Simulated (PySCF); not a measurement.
1,2,3-butatriene, C₄H₄.
Geometry (GFN2-xTB, Å), atoms numbered from 1 in this order:
```xyz
8
C4H4 angstrom
C      1.8874   -0.3058    0.3309
C      0.6153   -0.0954    0.1162
C     -0.6118    0.1025   -0.0854
C     -1.8851    0.3083   -0.2981
H      2.2291   -0.8668    1.1865
H      2.6436    0.0725   -0.3388
H     -2.2308    0.8673   -1.1535
H     -2.6386   -0.0731    0.3732
```

Method used: TDDFT PBE0/def2-SVPD, vertical, gas phase, core orbitals frozen in the response (PySCF 2.14.0, density-fitted response routines).

Transition dipole moments from the ground state, in atomic units and in the frame of the coordinates above (overall signs are arbitrary), for the states with f of 0.002 or more among the lowest 6:

```json
{"state": "S2", "E (hartree)": "0.2010", "μx": "-1.682", "μy": "0.275", "μz": "-0.282"}
{"state": "S6", "E (hartree)": "0.2725", "μx": "0.026", "μy": "0.456", "μz": "0.288"}
```

Task: What oscillator strength does each state have?

Result: f = (2/3) ΔE |μ|² with ΔE in hartree (27.2114 eV).

```json
{"state": "S2", "|μ|² (au)": "2.984", "|μ| (D)": "4.39", "f": "0.400"}
{"state": "S6", "|μ|² (au)": "0.291", "|μ| (D)": "1.37", "f": "0.053"}
```

Task: All atoms lie in one plane. Which transitions are polarised in it and which across it?

Result: In the plane: S2. Perpendicular: S6. In-plane polarisation joins two orbitals of the same parity under reflection in the plane (π with π, or σ with σ, in-plane lone pairs counted as σ); perpendicular polarisation joins orbitals of opposite parity.

Task: What angle do the transition dipoles of S2 and S6 make?

Result: |cos θ| = |μa·μb| / (|μa| |μb|) = 0.00, so θ ≈ 90° (taken between 0 and 90°, since the signs are arbitrary).

Task: How is the summed strength of these states shared among x, y and z?

Result: (2/3) Σ ΔE μα² gives 0.379 for x, 0.048 for y and 0.026 for z, 0.453 in all.

Task: What peak molar absorption coefficient would the strongest computed level give as a lone Gaussian band 0.5 eV wide at half height?

Result: ε(max) = 2.175×10⁸ f / FWHM, with the width in cm⁻¹. S2: 2.175×10⁸ × 0.3998 / 4033 ≈ 22000 L mol⁻¹ cm⁻¹.
